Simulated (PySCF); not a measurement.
## Basis-set dependence of population analyses: `CNC(C)(C)C`

Species: C5H13N.
SMILES with atom numbers: `[CH3:1][NH:2][C:3]([CH3:4])([CH3:5])[CH3:6]` (hydrogens: H7, H8, H9 on C1; H10 on N2; H11, H12, H13 on C4; H14, H15, H16 on C5; H17, H18, H19 on C6)

PBE0 throughout (PySCF), one geometry, spherical d and f functions. Geometry: PBE0-D3(BJ)/def2-SVP; no solvent, vibrations or thermal averaging. Atoms taken as equivalent share a column and are averaged.

Mulliken charges (e):

| basis | functions | C1 | N2 | C3 | C4/C5/C6 | H7/H8/H9 | H10 | H11 (×9) |
| --- | --- | --- | --- | --- | --- | --- | --- | --- |
| STO-3G | 43 | -0.155 | -0.333 | +0.106 | -0.232 | +0.075 | +0.170 | +0.076 |
| 6-31G | 80 | -0.340 | -0.568 | +0.074 | -0.461 | +0.161 | +0.292 | +0.160 |
| 6-31G* | 110 | -0.379 | -0.561 | +0.154 | -0.517 | +0.166 | +0.314 | +0.170 |
| def2-SVP | 149 | +0.035 | -0.287 | -0.289 | +0.012 | +0.030 | +0.111 | +0.034 |
| 6-311+G(2d,p) | 240 | -0.322 | -0.220 | +0.215 | -0.538 | +0.132 | +0.193 | +0.150 |
| def2-TZVP | 264 | -0.314 | -0.301 | +0.128 | -0.379 | +0.120 | +0.187 | +0.120 |

IAO charges (e):

```csv
basis,functions,C1,N2,C3,C4/C5/C6,H7/H8/H9,H10,H11 (×9)
STO-3G,43,-0.319,-0.308,+0.071,-0.393,+0.124,+0.187,+0.130
6-31G,80,-0.332,-0.405,+0.147,-0.435,+0.134,+0.233,+0.140
6-31G*,110,-0.300,-0.410,+0.156,-0.416,+0.125,+0.229,+0.133
def2-SVP,149,-0.290,-0.404,+0.153,-0.405,+0.122,+0.227,+0.129
"6-311+G(2d,p)",240,-0.310,-0.429,+0.157,-0.428,+0.130,+0.240,+0.137
def2-TZVP,264,-0.309,-0.426,+0.158,-0.428,+0.130,+0.239,+0.137
```

Hirshfeld charges (e):

```
        basis  functions      C1      N2      C3  C4/C5/C6  H7/H8/H9     H10  H11 (×9)
       STO-3G         43  +0.013  -0.204  +0.098    -0.048    +0.011  +0.083    +0.013
        6-31G         80  -0.059  -0.178  +0.079    -0.108    +0.031  +0.098    +0.032
       6-31G*        110  -0.061  -0.172  +0.071    -0.107    +0.030  +0.100    +0.033
     def2-SVP        149  -0.073  -0.155  +0.072    -0.121    +0.033  +0.102    +0.035
6-311+G(2d,p)        240  -0.075  -0.169  +0.048    -0.121    +0.036  +0.103    +0.039
    def2-TZVP        264  -0.078  -0.165  +0.055    -0.124    +0.036  +0.104    +0.039
```

Some averages cover members that differ in this geometry, most widely: H7/H8/H9, IAO in 6-31G +0.105 to +0.153; H7/H8/H9, IAO in 6-311+G(2d,p) +0.102 to +0.149; H7/H8/H9, IAO in def2-TZVP +0.102 to +0.148; H7/H8/H9, IAO in 6-31G* +0.098 to +0.143 e.

**Question.** Which scheme is steadiest as the basis changes?

**Answer.** Largest range over the bases for any column: Hirshfeld 0.09 e, IAO 0.12 e, Mulliken 0.55 e. Hirshfeld charges move least and Mulliken charges most, counted in e. Without the minimal STO-3G basis the ranges are Hirshfeld 0.03, IAO 0.04, Mulliken 0.55 e.

**Question.** How much do the charges still move between the two largest bases, 6-311+G(2d,p) and def2-TZVP?

**Answer.** At most, over all atoms: Mulliken 0.169 e, IAO 0.003 e, Hirshfeld 0.007 e.

**Question.** What do the same runs give for the total energy, the frontier levels and the dipole moment?

**Answer.** 
```csv
basis,energy (Eh),HOMO (eV),LUMO (eV),μ (D)
STO-3G,-249.7543,-3.36,9.36,0.96
6-31G,-252.7244,-5.76,2.30,1.02
6-31G*,-252.7886,-5.94,2.34,0.82
def2-SVP,-252.6150,-6.06,1.57,0.80
"6-311+G(2d,p)",-252.8683,-6.27,0.24,0.85
def2-TZVP,-252.8855,-6.24,0.97,0.80
```

The dipole is fixed by the density alone, so its range of 0.22 D shows that the density itself changes with the basis, not only its division among atoms.
